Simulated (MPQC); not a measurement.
**BH2OF (SMILES OBF): a chain of runs**

Wanted: a single-point energy (singlet BH2OF, MP2/6-31++G**), then a single-point energy (doublet BH2OF+, ZAPT2/6-31++G**), then the energy (singlet BH2OF, MP2/6-31++G**), then a single-point energy (doublet BH2OF+, ZAPT2/6-31++G**), then the energy (singlet BH2OF, MP2/6-31++G**), then a single-point energy (doublet BH2OF+, ZAPT2/6-31++G**) of BFH2O. The setting varied is the lindep tol. 

The calculation is run with MPQC 2.3.1.

12 further runs of the same task are left out: 12 set aside as unsound or not needed.

### Step 1. The molecule

BH2OF has 5 atoms, charge 0, and is taken as a singlet. SMILES: `OBF`. The coordinates come from a PBE0-D4/def2-TZVP relaxation. This is one conformer, not always the lowest.

Bond lengths: O1–B2 1.344 Å, B2–F3 1.332 Å, O1–H4 0.963 Å, B2–H5 1.192 Å. Angles: O1–B2–F3 120.3°, O1–B2–H5 120.1°, F3–B2–H5 119.6°, B2–O1–H4 113.4°.

### Step 2. The energy at MP2/6-31++G(d,p) (spherical functions) (run 1)

mol.in

```
% BFH2O
molecule<Molecule>: (
  symmetry = c1
  unit = bohr
  { atoms geometry } = {
    O  [ -1.82434160 0.29744289 0.29649803 ]
    B  [ 0.68975004 -0.05706973 0.38002392 ]
    F  [ 1.96380339 -0.61170435 -1.71870591 ]
    H  [ -2.52694177 0.10847028 -1.37156322 ]
    H  [ 1.79202728 0.12358809 2.33570149 ]
  }
)
basis<GaussianBasisSet>: (
  name = "6-31++G**"
  molecule = $:molecule
  basisdir = "."
  puream = yes
)
mpqc: (
  checkpoint = no
  savestate = no
  restart = no
  do_energy = yes
  do_gradient = no
  optimize = no
  mole<MBPT2>: (
    molecule = $:molecule
    basis = $:basis
    memory = 1000000000
    method = mp
    nfzc = 3
    reference<CLHF>: (
      molecule = $:molecule
      basis = $:basis
      total_charge = 0
      memory = 1000000000
      print_evals = yes
      maxiter = 70
      value_accuracy = 1e-08
      lindep_tol = 0.0001
      guess_wavefunction<ExtendedHuckelWfn>: (
        molecule = $:molecule
        total_charge = 0
        multiplicity = 1
        basis<GaussianBasisSet>: (
          name = "STO-3G"
          molecule = $:molecule
        )
      )
    )
  )
)
```

The basis set 6-31++G** is read from a file made from the Basis Set Exchange's data (not shown).

Command:

```bash
$ mpqc mol.in > mol.out
```

What it wrote, cut to the lines that bear on the results:

```text
MPQC: Massively Parallel Quantum Chemistry
[...]
  CLSCF::init: total charge = 0
[...]
  nbasis = 66
[...]
  iter     1 energy = -198.5553574815 delta = 1.05048e-01
[...]
  LUMO is    13   A =   0.049135
  total scf energy = -200.2742089541
[...]
  MP2 correlation energy [au]:         -0.440257696927
  MP2 energy [au]:                   -200.714466651021
Value of the MolecularEnergy: -200.7144666510
[...]
        symmetry = c1
[...]
```

Wall time 9.6 s (1 thread of Arm Neoverse V1, shared host); peak memory 0.38 GiB.

### Step 3. The doublet cation: a single-point energy at ZAPT2/6-31++G(d,p) (spherical functions) (run 2)

Edit mol.in of step 2 so:

```diff
@@ -29,8 +29,9 @@
     memory = 1000000000
-    method = mp
+    method = zapt
     nfzc = 3
-    reference<CLHF>: (
+    reference<HSOSHF>: (
       molecule = $:molecule
       basis = $:basis
-      total_charge = 0
+      total_charge = 1
+      multiplicity = 2
       memory = 1000000000
@@ -42,4 +43,4 @@
         molecule = $:molecule
-        total_charge = 0
-        multiplicity = 1
+        total_charge = 1
+        multiplicity = 2
         basis<GaussianBasisSet>: (
```

The basis set 6-31++G** is read from a file made from the Basis Set Exchange's data (not shown).

Command:

```bash
$ mpqc mol.in > mol.out
```

What it wrote, cut to the lines that bear on the results:

```text
MPQC: Massively Parallel Quantum Chemistry
[...]
  HSOSSCF::init: total charge = 1
[...]
   npass  rest  nbasis  nshell  nfuncmax  ndocc  nsocc  nvir  nfzc  nfzv
[...]
  iter     1 energy = -190.8697210795 delta = 9.81789e-02
[...]
  LUMO is    13   A =  -0.146460
  total scf energy = -199.7769881594
[...]
Value of the MolecularEnergy: -200.2050220612
[...]
        symmetry = c1
[...]
```

Wall time 22 s (1 thread of Arm Neoverse V1, shared host); peak memory 0.51 GiB.

Run 3 isn't shown in full; the table further down has it.

### Step 4. The doublet cation: a single-point energy at ZAPT2/6-31++G(d,p) (spherical functions) (run 4)

Edit mol.in of step 3 so:

```diff
@@ -40,3 +40,3 @@
       value_accuracy = 1e-08
-      lindep_tol = 0.0001
+      lindep_tol = 1e-06
       guess_wavefunction<ExtendedHuckelWfn>: (
```

The basis set 6-31++G** is read from a file made from the Basis Set Exchange's data (not shown).

Command:

```bash
$ mpqc mol.in > mol.out
```

What it wrote, cut to the lines that bear on the results:

```text
MPQC: Massively Parallel Quantum Chemistry
[...]
  HSOSSCF::init: total charge = 1
[...]
   npass  rest  nbasis  nshell  nfuncmax  ndocc  nsocc  nvir  nfzc  nfzv
[...]
  iter     1 energy = -190.8697210795 delta = 9.81789e-02
[...]
  LUMO is    13   A =  -0.146460
  total scf energy = -199.7769881594
[...]
Value of the MolecularEnergy: -200.2050220612
[...]
        symmetry = c1
[...]
```

Run time: 21 s. Hardware: 1 thread of Arm Neoverse V1, shared host; peak memory 0.51 GiB.

Run 5 isn't shown in full; the table further down has it.

### Step 5. The doublet cation: the energy at ZAPT2/6-31++G(d,p) (spherical functions) (run 6)

Edit mol.in of step 4 so:

```diff
@@ -40,3 +40,3 @@
       value_accuracy = 1e-08
-      lindep_tol = 1e-06
+      lindep_tol = 1e-08
       guess_wavefunction<ExtendedHuckelWfn>: (
```

The basis set 6-31++G** is read from a file made from the Basis Set Exchange's data (not shown).

Command:

```bash
$ mpqc mol.in > mol.out
```

What it wrote, cut to the lines that bear on the results:

```text
MPQC: Massively Parallel Quantum Chemistry
[...]
  HSOSSCF::init: total charge = 1
[...]
   npass  rest  nbasis  nshell  nfuncmax  ndocc  nsocc  nvir  nfzc  nfzv
[...]
  iter     1 energy = -190.8697210795 delta = 9.81789e-02
[...]
  LUMO is    13   A =  -0.146460
  total scf energy = -199.7769881594
[...]
Value of the MolecularEnergy: -200.2050220612
[...]
        symmetry = c1
[...]
```

Wall time 23 s (1 thread of Arm Neoverse V1, shared host); peak memory 0.51 GiB.

### Step 6. The series

```
run                                  level  lindep tol  partner  energy (Eh)  correlation energy (mEh)  wall time
  1    MP2/6-31++G** (spherical functions)      0.0001     base  -200.714467                    -440.3      9.6 s
  2  ZAPT2/6-31++G** (spherical functions)      0.0001   cation  -200.205022                    -428.0       22 s
  3    MP2/6-31++G** (spherical functions)       1e-06     base  -200.714467                    -440.3      9.9 s
  4  ZAPT2/6-31++G** (spherical functions)       1e-06   cation  -200.205022                    -428.0       21 s
  5    MP2/6-31++G** (spherical functions)       1e-08     base  -200.714467                    -440.3      9.6 s
  6  ZAPT2/6-31++G** (spherical functions)       1e-08   cation  -200.205022                    -428.0       23 s
```

### Step 7. What came out

```
                                                          quantity          value
                               doublet cation, run 6: total energy  -200.20502 Eh
doublet cation, run 6: correlation energy (3 core orbitals frozen)     -428.0 mEh
```

All runs together took 95 s, the longest 23 s.
